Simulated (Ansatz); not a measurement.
```xyz
10

F     0.6491   -1.7299    3.0473
C     0.2309   -1.2069    1.9636
C    -0.1750   -0.7243    0.9489
C    -0.6295   -0.1134   -0.2921
C     0.4398    0.8004   -0.8682
Cl   -0.1215    1.5442   -2.3852
H    -1.5428    0.4616   -0.1157
H    -0.8785   -0.8877   -1.0231
H     0.6784    1.6092   -0.1796
H     1.3491    0.2467   -1.0958
```

Total charge 0; spin multiplicity 1.

Question: List the PBE0/def2-TZVPP orbital energies in eV (Ansatz 0.2.0). (Estimate.)

Answer: The calculation gave: Occupied: -2767.35, -676.28, -280.66, -280.08, -279.36, -278.73, -259.17, -197.51, -197.28, -197.28, -36.36, -24.43, -22.54, -20.80, -18.18, -17.58, -14.82, -14.81, -14.07, -13.93, -12.32, -11.37, -11.35, -8.79, -8.58, -7.99, -7.97. Lowest empty: 0.43, 1.24, 1.59, 1.61, 2.20, 2.28, 2.54, 3.97.
